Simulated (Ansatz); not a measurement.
Results of r²SCAN0 in Ansatz (plane waves, PAW) for bcc Cs.

Numerical settings: plane-wave cutoff 520 eV, 8×8×8 k mesh, Fermi–Dirac smearing 0.05 eV, scalar-relativistic PAW data made under PBE.

Equation-of-state points:

```tsv
V (Å³/atom)	E − E_lowest (meV/atom)	P (GPa)
119.963	1.90	0.103
123.935	0.22	0.034
126.276	0.00	-0.003
129.433	0.49	-0.047
132.590	1.81	-0.086
```

Problem. What bulk modulus B0 and pressure derivative B′ does a third-order Birch–Murnaghan fit give?

Solution. V0 = 126.101 Å³/atom, B0 = 1.89 GPa, B′ = 3.8 (fit to the energies at full precision).

Measured, for comparison: bulk modulus 2.11 GPa (corrected for temperature and zero-point phonon effects, our sources range from 2.11 to 2.35; as tabulated in Levämäki et al. (2014), arXiv:1402.3671); equilibrium volume per atom 110.12 Å³/atom (low-temperature or extrapolated to 0 K; zero-point anharmonic expansion removed; as tabulated in Csonka et al. (2009), arXiv:0903.4037). Computed (rounded) less measured: bulk modulus -10 % (-10 % to -20 % over the range), equilibrium volume per atom +14.5 %.

Spin–orbit coupling is not included.

Static lattice: no zero-point or thermal effects.

Ansatz is a first-principles code.
